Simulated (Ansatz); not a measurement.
Take Ir in the fcc (Cu type) structure (space group Fm-3m, No. 225) as the base.

```
CELL_PARAMETERS angstrom
      0.00000     1.91524     1.91524
      1.91524     0.00000     1.91524
      1.91524     1.91524     0.00000
ATOMIC_POSITIONS crystal
  Ir 0.00000 0.00000 0.00000
```

The values are results of DFT with PBEsol, PAW potentials and a 420 eV plane-wave cutoff in Ansatz (a program for electronic structure), no spin-orbit coupling, not measurements.

```
level   lattice parameter a
------  -------------------
PBEsol              3.830 Å
```

What does experiment give, and how far off is each level?

Measured: lattice parameter a 3.831 Å (static lattice; corrected from measurement; as listed in Daniel Mejia-Rodriguez, S. B. Trickey, Phys. Rev. B (2018)). Computed minus measured — lattice parameter a: PBEsol -0.0 %.

Stability against distortions was not tested. The final runs are not spin-polarised.
